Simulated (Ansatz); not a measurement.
Born–Oppenheimer molecular dynamics of BFH₃Si (6 atoms, charge -1, multiplicity 1). It starts from a relaxed structure.

Method: RKS PBE0-D4/def2-SVP (Ansatz 0.2.0).

```yaml
ensemble: NVT, Langevin thermostat
time_step: 0.5 fs
steps_asked: 300
set_temperature: 400 K
friction: 0.01 /fs
temperature_schedule: 75 steps to 400 K, then 225 steps to 800 K
seed: 50388
```

First frame:

```xyz
6
Properties=species:S:1:pos:R:3
B 0.334 -0.489 -0.869
Si -0.290 0.372 0.634
F -0.096 1.977 1.078
H 0.067 -1.684 -0.906
H 0.866 0.054 -1.823
H -0.881 -0.230 1.885
```

(1) How far do the bonds stretch over the last three quarters of this one trajectory? (Pairs bonded in most of those frames.)

## Answers

(1) 
```tsv
bond	mean (Å)	spread (Å)	shortest	longest
B1–Si2	1.849	0.030	1.79	1.90
B1–H4	1.229	0.031	1.17	1.29
B1–H5	1.222	0.029	1.16	1.28
Si2–F3	1.684	0.030	1.64	1.74
Si2–H6	1.517	0.037	1.45	1.59
```

Mean temperature of the second half: 249 K. The schedule's set-point averaged 667 K over the second half and the system 249 K, so it lags behind the ramp. A run of 0.15 ps of so small a system gives no equilibrium averages. Limits of this set-up: an anion without diffuse functions, the dipole of an ion depends on the origin.

The run took 4.1 min on 1 thread of Arm Neoverse V2, on a shared host, peak memory 0.22 GiB.
